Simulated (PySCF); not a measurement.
# Spin states of AlS

Unrestricted PBE0; basis Al aug-pcseg-1, S aug-pcseg-1; no relativity; PySCF 2.14. Outer shells of the fragments: Al 3s2 3p1; S 3s2 3p4.

Followed along the bond (rough minima from three points):

```csv
2Ms+1,unpaired,⟨S²⟩ at the start,R at minimum (Å),Te (eV)
2,σ ↑,0.76,2.04,0.00
2,π ↑,0.75,2.29,0.60
4,"σ ↑, π ↑↑",3.75,2.26,2.88
```

Solutions found at the starting distance of 2.180 Å, counted from the lowest of them; the search is not exhaustive and high or unbound solutions are not listed, so other states can lie among these:

| 2Ms+1 | unpaired | term | E (eV) | ⟨S²⟩ | ⟨Lz²⟩ | μ (D) |
| --- | --- | --- | --- | --- | --- | --- |
| 2 | σ ↑ | ²Σ⁺ | 0.00 | 0.76 | 0.00 | -4.35 |
| 2 | π ↑ | ²Π | 0.49 | 0.75 | 1.01 | -0.67 |
| 4 | σ ↑, π ↑↑ | mixed | 2.74 | 3.75 | 2.01 | -0.90 |
| 4 | σ ↑, π ↑↑ | mixed | 2.98 | 3.75 | 2.01 | -0.89 |
| 2 | σ ↑, π ↑↓ | mixed | 3.10 | 1.76 | 2.01 | -0.96 |
| 4 | σ ↑↑, π ↑ | ⁴Π | 5.15 | 3.76 | 1.00 | -1.76 |
| 4 | π ↑↑↑ | ⁴Π | 5.21 | 3.77 | 1.01 | 4.31 |
| 4 | σ ↑↑, π ↑ | ⁴Π | 5.29 | 3.75 | 1.02 | -0.65 |

A term symbol is given only where ⟨S²⟩ and ⟨Lz²⟩ are close to those of a pure state; real π, δ and φ orbitals otherwise mix terms. A positive dipole means Al(−)S(+).

**Question.** Compare the gap between the two lowest followed solutions at the starting distance with the gap between their minima.

**Answer.** At PBE0 the second solution (doublet, unpaired electrons π ↑) lies +0.49 eV from the first (doublet, unpaired electrons σ ↑) at 2.180 Å and +0.60 eV at the minima; the two curves relax by different amounts, since their minima lie near 2.29 and 2.04 Å.

Counting both spins, an empty level lies below a filled one in some of these solutions, because spin and occupation are held.
